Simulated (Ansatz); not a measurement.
Reaction: H4SiO2 (dihydroxysilane, SMILES O[SiH2]O) → H3SiO (SMILES O[SiH2], doublet) + HO (SMILES [OH], doublet) (the O-Si bond breaks)
Each species at its own B3LYP-D3(BJ)/def2-TZVP minimum (Ansatz, a quantum-chemistry and plane-wave program), one conformer.

Quantity: bond dissociation energy (electronic), in kcal/mol. UHF or UKS for unpaired electrons; spin-orbit terms are left out. CBS(X,Y): correlation extrapolated as X^-3, Hartree-Fock from the larger set. A bracket is a step between two methods taken in the basis named. Functionals run without relativity, which enters their misses. Double hybrids freeze cores in their MP2 part. '+ core + X2C': CCSD(T) terms for core correlation (cc-pwCVTZ, 1s frozen past Ne) and scalar relativity (cc-pVTZ-DK).

CCSD(T)/CBS(cc-pV(T+d)Z,cc-pV(Q+d)Z) + [CCSDT(Q) - CCSD(T)]/cc-pV(D+d)Z + core + X2C (Ansatz) gives 137.5 kcal/mol.

Question: What does PBE/def2-TZVPD (Ansatz) give here, and how do the other levels compare?

Answer: PBE gives 129.4 kcal/mol, 8.1 kcal/mol below it. Differences of the others: B3LYP/def2-TZVPD (Ansatz) -9.4; wB97M-V/def2-TZVPD (Ansatz) -2.3; B2PLYP/def2-TZVPD (Ansatz) -5.4; CCSD(T)/CBS(cc-pV(T+d)Z,cc-pV(Q+d)Z) + core + X2C (Ansatz) 0.0 kcal/mol. Nearer than PBE: wB97M-V/def2-TZVPD, B2PLYP/def2-TZVPD, CCSD(T)/CBS(cc-pV(T+d)Z,cc-pV(Q+d)Z) + core + X2C.
